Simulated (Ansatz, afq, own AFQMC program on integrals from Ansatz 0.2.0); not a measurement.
Two steps: Ansatz 0.2.0 writes the Fock matrix and Cholesky factors of the valence space, and afq projects on them the lowest state that overlaps trial and start.

```yaml
crystal:
  periodic: [false, false, false]
  atoms:
    - {symbol: Ge, position_ang: [0.000000, 0.000000, 0.000000]}
    - {symbol: H, position_ang: [0.000000, 0.000000, 3.026000]}
basis:
  gaussian: {orbitals: aug-cc-pVDZ}
total_charge: -1
magnetization: {spin_polarized: false}
correlation: {method: ccsd_t, electrons: outside_noble_gas, hamiltonian_folder: ham}
```

```sh
$ ansatz run in.yaml --threads 1 --pin off --events-out ev --progress --plain --max-ram 16896MiB --backend cuda --devices 0, --max-vram 18GiB
```

afq runs on the folder ham with

```
--method phaseless --trial hf --walkers 40 --populations 1 --least-time 40 --time-step 0.04 --steps-per-block 25 --equilibration-blocks 6 --max-blocks 60 --target-error 0.00116 --factor-cut 1e-05 --seed 8654 --taylor-order 4
```

Times are imaginary, in 1/Eh. The walk had a cap of 60 s. Filled inner d shells are frozen with the cores.

afq prints:

```
orbitals 31  electrons 3 3  factors 206 of 493
reference energy -2075.76164167 Eh
CCSD correlation -0.12297242 Eh in 17 cycles, weight of the determinant in the CISD state 0.7627
energy of the start -2075.761642 Eh
 block  time / (1/Eh)  mean weight  energy / Eh
     1     1.000  1.0108  -2075.828663
     2     2.000  1.0039  -2075.854325
     3     3.000  1.0144  -2075.858712
     4     4.000  1.0021  -2075.863665
     5     5.000  0.9894  -2075.887517
     9     9.000  0.9916  -2075.886945
    13    13.000  1.0105  -2075.877123
    17    17.000  0.9946  -2075.869685
    21    21.000  1.0057  -2075.849350
    25    25.000  1.0170  -2075.892825
    29    29.000  1.0149  -2075.887388
    33    33.000  0.9920  -2075.855614
    37    37.000  1.0012  -2075.920469
    41    41.000  1.0034  -2075.877538
    45    45.000  1.0190  -2075.883084
    49    49.000  0.9915  -2075.876418
    53    53.000  0.9988  -2075.875861
    57    57.000  1.0124  -2075.877165
    61    61.000  1.0069  -2075.878024
    65    65.000  0.9936  -2075.873898
    66    66.000  1.0095  -2075.886879
blocks merged  error / Eh  count
     1  0.002157  60
     2  0.002201  30
     4  0.002187  15
energy -2075.878624 +/- 0.002201 Eh
(rows thinned)
```

The run failed at least one of its tests; the cautions name the faults.

Against this walk (error 59.9 meV) on the same determinant: CCSD(T) 351.8 meV lower, CCSDT(Q) 540.5 meV lower, CCSDTQ 528.8 meV lower, full CI 532.1 meV lower, a separate phaseless walk with a CISD trial and standard settings 337.2 ± 60.1 meV lower. The error is statistical and leaves out the bias of the constraint. Full CI is exact here, so the walk's 532 meV above it is the walk's own error: the bias of the constraint with this trial, or a walk that hasn't relaxed. It lies above even CCSD, by 163 meV. The determinant is a poor start (see the cautions), so the low cluster orders aren't to be relied on, and full CI is the sure value.

Cautions: constraint bias not in the error; error not settled; error above the target (59.9 against 31.6 meV); no relativity below Rb; no spin-orbit coupling; inner d shell frozen; higher spins were not checked; restricted determinant unstable towards unrestricted (UHF 1.40 eV lower, ⟨S²⟩ 1.72); strong correlation (T1 0.055, weight of the determinant 0.76, largest double 0.24); the CCSDT(Q) amplitudes may be one of several solutions (largest double 0.68); the CCSDTQ amplitudes may be one of several solutions (largest double 0.76); the determinant fills πx and πy unequally, so it mixes two states of the linear molecule, and each level undoes that mixture to a different degree, while full CI gives the lower state, and by Hund's rule a triplet of that filling probably lies lower still; CCSDTQ on the UHF determinant differs (859 meV lower), perhaps since the unrestricted series falls towards higher spin; the bias of populations of 40 walkers isn't removed; the time-step error isn't removed.

The walk took 4.1 s on 1 × NVIDIA H100 80GB HBM3 with 2 threads of AMD EPYC 7R13 Processor (Zen 3), with other jobs on the host (the card was shared). The log's last line is the phaseless energy.

CCSDT and higher add their correlation energy to the determinant of the CCSD(T) run, since their own runs factorise the integrals more tightly (a shift of under 2 meV).
